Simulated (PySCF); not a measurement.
# Excitation energies in several basis sets

Compound: N2H4.
Structure used (PBE0-D3(BJ)/def2-SVP), in Å, numbered top down from 1:
```
atom  x, y, z in Å
N1    -0.570   -0.404    0.222
N2     0.669    0.254    0.172
H3    -1.205    0.133    0.807
H4    -1.012   -0.506   -0.693
H5     1.404   -0.436    0.037
H6     0.740    0.930   -0.590
```

TDDFT with PBE0 (PySCF), vertical singlets, core orbitals frozen in the response, spherical d and f functions. One conformer (not necessarily the lowest) at the PBE0-D3(BJ)/def2-SVP geometry, without solvent, vibrations or thermal averaging.

| basis | functions | diffuse | S1 (eV) | S2 (eV) | S3 (eV) | S4 (eV) | S5 (eV) | LUMO (eV) | α (au) |
| --- | --- | --- | --- | --- | --- | --- | --- | --- | --- |
| 6-31G* | 36 | no | 7.52 | 7.62 | 8.46 | 8.47 | 9.54 | 2.60 | 14.8 |
| def2-SVP | 48 | no | 6.89 | 6.94 | 7.88 | 7.89 | 8.88 | 1.87 | 15.0 |
| def2-SVPD | 72 | yes | 6.57 | 6.60 | 7.55 | 7.57 | 8.37 | 0.94 | 21.7 |
| def2-TZVP | 86 | no | 6.51 | 6.58 | 7.46 | 7.50 | 8.43 | 1.03 | 18.5 |

Problem. How much do these states and the polarisability depend on the basis?

Solution. States are compared by their number. Against the only diffuse basis here (def2-SVPD, itself not a converged limit), sets without diffuse functions differ by up to 0.96 eV in S1 and 1.18 eV in S5. State by state, the largest deviation of a set without diffuse functions is S1 0.96, S2 1.02, S3 0.91, S4 0.91, S5 1.18 eV. The same number needn't mean the same state in each row. Against def2-SVPD the polarisability deviates by -32% in 6-31G*, -31% in def2-SVP, -15% in def2-TZVP.
